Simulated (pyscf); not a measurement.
Structures and frequencies: ωB97X-D3(BJ)/def2-SVP in PySCF.

**Question.** For [O–Ta(Cl)(Cl)(Cl)–Cl]• + hydrogen (H₂) → HO–Ta(Cl)(Cl)(Cl)–Cl + H atom (H•), a hydrogen abstraction (doublet surface; H–H broken, H–O formed), PBE/def2-TZVP gives ΔE‡ = 0.29 eV and ΔE = -0.02 eV (zero: the separated reactants). In which direction and how far do r²SCAN/def2-TZVP, PBE0-D3(BJ)/def2-TZVP, ωB97M-D3(BJ)/def2-TZVP move these?

**Answer.** r²SCAN: ΔE‡ = 0.36 eV, ΔE = 0.00 eV; PBE0-D3(BJ): ΔE‡ = 0.37 eV, ΔE = -0.26 eV; ωB97M-D3(BJ): ΔE‡ = 0.48 eV, ΔE = -0.31 eV. PBE's barrier lies under all of them, by 0.07 to 0.19 eV. Its reaction energy lies among theirs. This is the saddle that the search found; another between the same sides may lie lower. The angle at the transferred H is 164°. Open-shell species with a d-block atom are single-reference here; other states, and whether the spin sits on metal or ligand, were not checked. Elements past Kr carry the def2 core potentials, without spin-orbit coupling.
